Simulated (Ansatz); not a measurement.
Cartesian coordinates in Å:
```
Si -0.424 0.296 0.544
S 0.163 -1.138 -0.921
H 0.603 1.367 0.700
H -1.699 0.867 0.033
H 1.356 -1.392 -0.356
```

Total charge 0; spin multiplicity 2.

**Question.** List the PBE/def2-TZVPP orbital energies in eV (the Gaussian-basis code of Ansatz). (An estimate is asked.)

**Answer.** Ansatz gave: α occupied: -2396.12, -1780.32, -209.08, -155.21, -155.13, -155.02, -137.99, -94.79, -94.72, -94.67, -18.53, -13.01, -10.42, -8.73, -8.45, -7.09, -4.92. α empty: -0.83, -0.64, 0.19, 0.63, 3.08, 3.26, 3.54, 3.64. β occupied: -2396.10, -1780.25, -209.05, -155.20, -155.10, -154.97, -137.90, -94.67, -94.61, -94.59, -18.42, -12.66, -10.31, -8.58, -8.24, -6.79. β empty: -3.44, -0.66, -0.37, 0.64, 0.96, 3.36, 3.43, 3.96. ⟨S²⟩ = 0.753.
